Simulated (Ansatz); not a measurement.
# NH, triplet: reading a ladder of total energies

Geometry: that of the NH⁻, quartet, kept fixed.

```json
{"atom": "N", "x (Å)": "0.0000", "y (Å)": "0.0000", "z (Å)": "0.0000"}
{"atom": "H", "x (Å)": "0.0000", "y (Å)": "0.0000", "z (Å)": "1.0736"}
```

Basis aug-cc-pVDZ; Ansatz 0.2.0. Only valence electrons are correlated (noble-gas cores frozen), which leaves 6 electrons in 31 orbitals. R marks a restricted (for open shells ROHF) determinant, U an unrestricted one.

Full CI is exact within this basis and frozen core; it isn't the basis-set limit. The frozen core follows each run's orbitals, which can shift R against U totals by a few meV.

Runs differ by some tens of microhartree through their thresholds and, for an open shell, their frozen cores, so steps under 0.1 kcal/mol mean nothing.

| level | total energy (hartree) |
| --- | --- |
| UHF | -54.970543 |
| UMP2 | -55.081907 |
| UCCSD | -55.102902 |
| UCCSD(T) | -55.105456 |
| UCCSDT | -55.105923 |
| UCCSDT(Q) | -55.106051 |
| UCCSDTQ | -55.106063 |
| full CI | -55.105997 |

**Question.** What is the correlation energy at full CI, and what share of it do UMP2 and UCCSDT recover?

**Answer.** E(corr) = -55.105997 − (-54.970543) = -0.135454 hartree = -3.686 eV. UMP2: -0.111364 / -0.135454 = 82.22 %. UCCSDT: -0.135380 / -0.135454 = 99.95 %.

**Question.** By how many kcal/mol does UCCSD(T) miss full CI (1 hartree = 627.509 kcal/mol), and which steps make up the rest?

**Answer.** -55.105456 − (-55.105997) = 0.000541 hartree = 0.34 kcal/mol. Steps: UCCSDT − UCCSD(T) = -0.29, UCCSDT(Q) − UCCSDT = -0.08, UCCSDTQ − UCCSDT(Q) = -0.01, full CI − UCCSDTQ = 0.04 kcal/mol. That is within 1 kcal/mol of the reference in this basis, which itself misses far more of the correlation at the basis-set limit.
